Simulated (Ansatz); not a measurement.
**C4H6: a ladder of functionals and wavefunction methods**

Aim: compute C4H6 with functionals from several rungs and with coupled cluster, and see how far each lands from CCSD(T) at the basis-set limit for the atomisation energy.

Computed with Ansatz 0.2.0, Gaussian basis. Level: functionals in def2-TZVPP, the program's frozen cores in correlated methods.

Levels to be run: LDA (SPW92), PBE-D4, revPBE-D4, BLYP-D4, r2SCAN-D4, B97M-V, PBE0-D4, B3LYP-D4, r2SCANh-D4, r2SCAN0-D4, HSE06-D4, BHLYP-D4, CAM-B3LYP-D4, LC-ωPBE, ωB97X-V, ωB97M-V, B2PLYP, PBE-QIDH; CCSD(T)/def2-SVP; CCSD(T)/def2-TZVPP; MP2/def2-QZVPP; extrapolation to the limit; RPA on PBE.

## Step 1: The relaxed structure

All runs share one geometry, relaxed beforehand with PBE0-D4 in a triple-zeta def2 set.

SMILES `CC1=CC1`, 10 atoms, charge 0, spin multiplicity 1.

Atoms are counted from 1 here; the program's logs count them from 0.

Bond lengths: C1–C2 1.466 Å, C1–H5 1.091 Å, C1–H6 1.094 Å, C1–H7 1.094 Å, C2–C3 1.289 Å, C2–C4 1.499 Å, C3–C4 1.499 Å, C3–H8 1.077 Å, C4–H9 1.092 Å, C4–H10 1.092 Å. Angles: C2–C1–H5 111.7°, C2–C1–H6 110.4°, C2–C1–H7 110.4°, H5–C1–H6 108.8°, H5–C1–H7 108.8°, H6–C1–H7 106.8°, C1–C2–C3 152.0°, C1–C2–C4 143.5°, C3–C2–C4 64.5°, C2–C3–C4 64.5°, C2–C3–H8 150.2°, C4–C3–H8 145.3°, C2–C4–C3 50.9°, C2–C4–H9 119.7°, C2–C4–H10 119.7°, C3–C4–H9 119.8°, C3–C4–H10 119.8°, H9–C4–H10 113.4°.

## Step 2: LDA

This LDA is Slater exchange with PW92 correlation.

in.yaml

```yaml
crystal:
  periodic: [false, false, false]
  atoms:
    - {symbol: C, position_ang: [-1.043830, 0.759101, -0.695712]}
    - {symbol: C, position_ang: [-0.069312, -0.136878, -0.064982]}
    - {symbol: C, position_ang: [0.402586, -1.309867, 0.185664]}
    - {symbol: C, position_ang: [1.150678, -0.168680, 0.805415]}
    - {symbol: H, position_ang: [-1.788574, 0.204682, -1.269256]}
    - {symbol: H, position_ang: [-1.557490, 1.357567, 0.062629]}
    - {symbol: H, position_ang: [-0.537769, 1.462890, -1.363301]}
    - {symbol: H, position_ang: [0.354824, -2.379458, 0.072295]}
    - {symbol: H, position_ang: [1.055974, 0.024664, 1.876043]}
    - {symbol: H, position_ang: [2.115814, 0.134779, 0.394303]}
basis:
  gaussian: {orbitals: def2-TZVPP}
hamiltonian: {xc: lda}
output: {orbitals: {seedname: orbitals}}
```

Command:

```sh
ansatz run in.yaml --threads 2 --pin off --events-out ev --progress --plain --max-ram 4352MiB
```

Further steps of the session: PBE-D4 (GGA); revPBE-D4 (GGA); BLYP-D4 (GGA); r2SCAN-D4 (meta-GGA); B97M-V (meta-GGA); PBE0-D4 (hybrid); B3LYP-D4 (hybrid); r2SCANh-D4 (hybrid); r2SCAN0-D4 (hybrid); HSE06-D4 (hybrid); BHLYP-D4 (hybrid); CAM-B3LYP-D4 (range-separated); LC-ωPBE (range-separated); ωB97X-V (range-separated); ωB97M-V (range-separated); B2PLYP (double hybrid); PBE-QIDH (double hybrid); CCSD(T) in def2-SVP; CCSD(T) in def2-TZVPP; MP2 in def2-QZVPP; RPA on PBE orbitals.

Q: Predict the results of all the runs planned. Wanted: atomisation energy, CCSD(T)/CBS; farthest beyond LDA; mean size of error, GGA; mean size of error, meta-GGA; mean size of error, hybrid; mean size of error, range-separated; mean size of error, double hybrid; gap, smallest and largest; T1 diagnostic.

As calculated:

| quantity | value |
| --- | --- |
| atomisation energy, CCSD(T)/CBS | 4097.0 kJ/mol |
| functionals within 20.5 kJ/mol (0.5 %) | BLYP-D4, B3LYP-D4, r2SCANh-D4, r2SCAN0-D4, ωB97X-V, PBE-QIDH |
| farthest beyond LDA | PBE-D4 (+132.1 kJ/mol) |
| mean size of error, GGA | 56.8 kJ/mol |
| mean size of error, meta-GGA | 27.8 kJ/mol |
| mean size of error, hybrid | 46.0 kJ/mol |
| mean size of error, range-separated | 23.3 kJ/mol |
| mean size of error, double hybrid | 20.4 kJ/mol |
| gap, smallest and largest | 5.03 eV (LDA (SPW92)), 12.44 eV (LC-ωPBE) |
| T1 diagnostic | 0.0096 |
| triples share of the correlation energy | 4.3 % |

In words: LDA overbinds by 613.5 kJ/mol (15 %). PBE-D4 misses by +132.1 kJ/mol. Double hybrids carry the basis error of their MP2 part in triple zeta, and no dispersion term here, so their miss is partly the set-up's. By mean error the best rung here is double hybrid (20.4 kJ/mol) and the worst beyond LDA is GGA (56.8 kJ/mol). The gap between the best rungs is small, so their order is not settled. The reference freezes the cores and leaves out relativity and excitations past (T), so misses under about 20.5 kJ/mol can't be ranked. Hartree-Fock recovers 74 % of the binding; the rest is correlation. CCSD(T) in def2-SVP is off by -141.3 kJ/mol, worse than the median functional, from the basis alone. The gap grows from 5.0 to 12.4 eV across the functionals, mostly with the share of exact exchange.
